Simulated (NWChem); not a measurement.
## HBe (+1)

```xyz
2

Be     0.0000     0.0000     0.2663
H      0.0000     0.0000    -1.0654
```
Charge +1, spin multiplicity 1.

All runs are NWChem calculations. All single points use one geometry, from PBE0/def2-SVP, a minimum by its harmonic frequencies.

Symmetry labels belong to the abelian group C2v used in the runs, with the axes of the coordinates shown; states degenerate in a higher group split over its labels.

B3LYP has NWChem's definition, with VWN1-RPA local correlation. The spin multiplicity of the parent species was assumed, not shown to be that of its ground state. The structure started from a generated list of species.

Problem. List the lowest 3 singlet excitations that TD-B3LYP/def2-SVPD, VWN1-RPA local correlation gives, with oscillator strengths.

Solution. 
```tsv
state	symmetry	energy (eV)	wavelength (nm)	f
1	a1	5.20	239	0.119
2	b2	7.34	169	0.242
3	b1	7.34	169	0.242
```
